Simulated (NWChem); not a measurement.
# Correlation energy of sulfur dioxide (O$_{2}$S)

```xyz
3

O      1.2504     0.0000    -0.3713
S      0.0000     0.0000     0.3713
O     -1.2504     0.0000    -0.3713
```
Charge 0, spin multiplicity 1.

All runs are NWChem calculations. All single points use one geometry, from PBE0/def2-SVP, a minimum by its harmonic frequencies.

Basis set: def2-SVP. Each correlation energy counts from its own Hartree-Fock reference.

The correlated methods keep 7 core orbitals frozen. No row is a measurement; the coupled-cluster row has its own basis-set and correlation limits.

Question: Order these methods by the correlation energy they give, lowest first: CR-CCSD[T], CCSD, SCS-MP2, CCSD(T), CCSD+T(CCSD).

Answer: CCSD+T(CCSD) (-545.0 mHa), CCSD(T) (-542.0 mHa), CR-CCSD[T] (-538.9 mHa), CCSD (-520.5 mHa), SCS-MP2 (-502.9 mHa)
